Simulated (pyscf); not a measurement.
`[OH][Si]([F])([F])[F]` + `[H]` [doublet] → `[OH][Si]([F])([F])[F]` + `[H]` [doublet] (substitution at O; doublet surface; H–O broken, H–O formed). Optimised with ωB97X-D3(BJ)/def2-SVP in PySCF. Energies in kcal/mol from the separated reactants.

```
level                   barrier  reaction energy
----------------------  -------  ---------------
ωB97X-D3(BJ)/def2-TZVP      [?]              0.0
PBE/def2-TZVP              25.5              0.0
r²SCAN/def2-TZVP           28.7              0.0
B3LYP-D3(BJ)/def2-TZVP     29.9              0.0
ωB97M-D3(BJ)/def2-TZVP      [?]              0.0
HF/def2-TZVP               59.6              0.0
```

### Question
Complete the blanks.

### Answer

- ωB97X-D3(BJ)/def2-TZVP, barrier: 39.0
- ωB97M-D3(BJ)/def2-TZVP, barrier: 35.4

The functionals in the table span 13.5 kcal/mol in this barrier, from PBE to ωB97X-D3(BJ)/def2-TZVP. One saddle was located; it need not be the lowest between these sides. The angle at the attacked O is 140°.
